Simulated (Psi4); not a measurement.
# BH5S (SMILES [BH3-][SH2+]): MP2/pcseg-0 (density fitting, density fitting for correlation)

What is the electrostatic solvation energy at fixed shape (ddPCM, water) of BH5S at MP2/pcseg-0 (density fitting, density fitting for correlation)? 

Program for the calculation: Psi4 1.11.

3 further runs of the same task are left out: 3 set aside as unsound or not needed.

### 1 The structure to begin with

BH5S has 7 atoms, charge 0, and is taken as a singlet. SMILES: `[BH3-][SH2+]`. The coordinates come from a PBE0-D4/def2-TZVP relaxation.

Bond lengths: B1–S2 1.975 Å, B1–H3 1.207 Å, B1–H4 1.203 Å, B1–H5 1.207 Å, S2–H6 1.346 Å, S2–H7 1.346 Å. Angles: B1–S2–H6 103.7°, B1–S2–H7 103.7°, S2–B1–H3 100.3°, S2–B1–H4 107.0°, S2–B1–H5 100.3°, H6–S2–H7 92.5°, H3–B1–H4 116.2°, H3–B1–H5 113.7°, H4–B1–H5 116.2°.

### 2 The energy at MP2/pcseg-0 (density fitting, density fitting for correlation)

bh5s.in

```
memory 1.6 GB

molecule {
  0 1
  B     -0.99324005    -0.87210861    -0.95298888
  S      1.07449827     1.84739626     0.54972133
  H     -3.06740345     0.06878603    -0.81541682
  H     -0.65082168    -2.73556754     0.30178926
  H     -0.14248535    -0.91103696    -3.06986009
  H      0.54046167     1.70793447     3.03282146
  H      3.35501976     0.76628394     0.86719532
  units au
  symmetry c1
}

set {
  basis pcseg-0
  scf_type df
  freeze_core true
  mp2_type df
}

result, w = energy('mp2', return_wfn=True)
```

Started as:

```sh
$ psi4 -i bh5s.in -o bh5s.out -n 1
```

bh5s.out:

```text
[...]
  Running in c1 symmetry.
[...]
  Nuclear repulsion =   54.745215378025932
[...]
  Multiplicity = 1
[...]
  Nalpha       = 13
  Nbeta        = 13
[...]
    Number of basis functions: 32
[...]
   @DF-RHF iter   1:  -424.39479960427076   -2.53407e-01   8.17804e-03 DIIS/ADIIS
[...]
   @DF-RHF iter  10:  -424.46035593450927   -1.87583e-12   3.16539e-09 DIIS
[...]
    Orbital Energies [Eh]
    ---------------------
    Doubly Occupied:
       1A    -91.981327     2A     -8.932033     3A     -7.561813
       4A     -6.746027     5A     -6.745484     6A     -6.742597
       7A     -1.078586     8A     -0.715019     9A     -0.652818
      10A     -0.558782    11A     -0.471297    12A     -0.445573
      13A     -0.436088
[...]
  @DF-RHF Final Energy:  -424.46035593450927
   => Energetics <=
    Nuclear Repulsion Energy =             54.7452153780259323
    One-Electron Energy =                -692.2762548903401694
    Two-Electron Energy =                 213.0706835778049992
    Total Energy =                       -424.4603559345092663
[...]
 Multipole Moments:
 ------------------------------------------------------------------------------------
     Multipole            Electronic (a.u.)      Nuclear  (a.u.)        Total (a.u.)
 ------------------------------------------------------------------------------------
 L = 1.  Multiply by 2.5417464519 to convert [e a0] to [Debye]
 Dipole X            :          1.5687052           -0.4383346            1.1303706
 Dipole Y            :          2.6658404           -2.0850382            0.5808021
 Dipole Z            :          0.8765442            0.3388852            1.2154293
 Magnitude           :                                                    1.7585043
[...]
```

Wall time 2.2 s (1 thread of Intel Xeon 6975P-C (Granite Rapids), shared host); peak memory 0.18 GiB.

### 3 The energy at MP2/pcseg-0 (density fitting, density fitting for correlation, ddPCM water)

job.json

```json
{
  "schema_name": "qcschema_input",
  "schema_version": 1,
  "molecule": {
    "schema_name": "qcschema_molecule",
    "schema_version": 2,
    "symbols": ["B", "S", "H", "H", "H", "H", "H"],
    "geometry": [-0.99324005, -0.87210861, -0.95298888, 1.07449827, 1.84739626, 0.54972133, -3.06740345, 0.06878603, -0.81541682, -0.65082168, -2.73556754, 0.30178926, -0.14248535, -0.91103696, -3.06986009, 0.54046167, 1.70793447, 3.03282146, 3.35501976, 0.76628394, 0.86719532],
    "molecular_charge": 0,
    "molecular_multiplicity": 1,
    "fix_symmetry": "c1"
  },
  "driver": "energy",
  "model": {
    "method": "mp2",
    "basis": "pcseg-0"
  },
  "keywords": {
    "scf_type": "df",
    "freeze_core": true,
    "mp2_type": "df",
    "ddx": true,
    "ddx_model": "pcm",
    "ddx_solvent": "water",
    "ddx_radii_set": "uff"
  }
}
```

Started as:

```sh
$ psi4 --qcschema job.json -n 1 --memory 1600MB
```

stdout:

```text
[...]
  Running in c1 symmetry.
[...]
  Nuclear repulsion =   54.745215378025932
[...]
  Multiplicity = 1
[...]
  Nalpha       = 13
  Nbeta        = 13
[...]
    Number of basis functions: 32
[...]
   @DF-RHF iter   1:  -424.42412071414458   -2.82779e-01   7.35098e-03 ADIIS/DIIS
[...]
   @DF-RHF iter  10:  -424.47373734304972    5.57066e-12   3.50245e-09 DIIS
[...]
    Orbital Energies [Eh]
    ---------------------
    Doubly Occupied:
       1A    -91.962305     2A     -8.913232     3A     -7.573361
       4A     -6.727424     5A     -6.727017     6A     -6.724180
       7A     -1.059125     8A     -0.717628     9A     -0.630578
      10A     -0.551102    11A     -0.469875    12A     -0.457823
      13A     -0.439107
[...]
  @DF-RHF Final Energy:  -424.47373734304972
   => Energetics <=
    Nuclear Repulsion Energy =             54.7452153780259323
    One-Electron Energy =                -692.2687079627978619
    Two-Electron Energy =                 213.0653889251541102
    DD Solvation Energy =                 -0.0156336834319252
    Total Energy =                       -424.4737373430497200
[...]
 Multipole Moments:
 ------------------------------------------------------------------------------------
     Multipole            Electronic (a.u.)      Nuclear  (a.u.)        Total (a.u.)
 ------------------------------------------------------------------------------------
 L = 1.  Multiply by 2.5417464519 to convert [e a0] to [Debye]
 Dipole X            :          1.8021480           -0.4383346            1.3638134
 Dipole Y            :          2.7507493           -2.0850382            0.6657111
 Dipole Z            :          1.1432321            0.3388852            1.4821173
 Magnitude           :                                                    2.1212802
[...]
```

The result, in JSON:

```text
{
 "driver": "energy",
 "model": {
  "method": "mp2",
  "basis": "pcseg-0"
 },
 "success": true,
 "return_result": -424.60574265376147,
 "properties": {
  "calcinfo_nbasis": 32,
  "calcinfo_nmo": 32,
  "calcinfo_nalpha": 13,
  "calcinfo_nbeta": 13,
  "calcinfo_natom": 7,
  "nuclear_repulsion_energy": 54.74521537802593,
  "return_energy": -424.60574265376147,
  "scf_one_electron_energy": -692.2687079627979,
  "scf_two_electron_energy": 213.0653889251541,
  "scf_dipole_moment": [1.363813402840699, 0.6657110774780879, 1.4821172788753647],
  "scf_total_energy": -424.4737373430497,
  "scf_iterations": 10,
  "mp2_same_spin_correlation_energy": -0.020191061436104402,
  "mp2_opposite_spin_correlation_energy": -0.11181424927564965,
  "mp2_singles_energy": -7.364075718266664e-28,
  "mp2_doubles_energy": -0.13200531071175406,
  "mp2_correlation_energy": -0.13200531071175406,
  "mp2_total_energy": -424.60574265376147
 }
}
```

It took 4.2 s on 1 thread of Intel Xeon 6975P-C (Granite Rapids), shared host; peak memory 0.2 GiB.

### 4 Results

Level: MP2/pcseg-0 (density fitting, density fitting for correlation), 6 core orbitals frozen.

| quantity | value |
| --- | --- |
| gas phase: total energy | -424.59204 Eh |
| gas phase: HOMO energy (Hartree–Fock orbitals) | -11.87 eV |
| gas phase: LUMO energy (Hartree–Fock orbitals) | 3.34 eV |
| gas phase: HOMO–LUMO gap (Hartree–Fock orbitals) | 15.21 eV |
| gas phase: correlation energy (6 core orbitals frozen) | -131.7 mEh |
| ddPCM, water: total energy | -424.60574 Eh |
| ddPCM, water: HOMO energy (Hartree–Fock orbitals) | -11.95 eV |
| ddPCM, water: LUMO energy (Hartree–Fock orbitals) | 4.24 eV |
| ddPCM, water: HOMO–LUMO gap (Hartree–Fock orbitals) | 16.19 eV |
| ddPCM, water: correlation energy (6 core orbitals frozen) | -132.0 mEh |
| ddPCM, water: solvent term in the energy | -41.0 kJ/mol |
| energy change from gas to solvent at fixed shape | -0.373 eV |

What this shows: The solvent model (ddPCM, water) lowers the energy by 0.37 eV (−36.0 kJ/mol) at the same shape. It holds the electrostatic part alone, without cavity or dispersion terms.
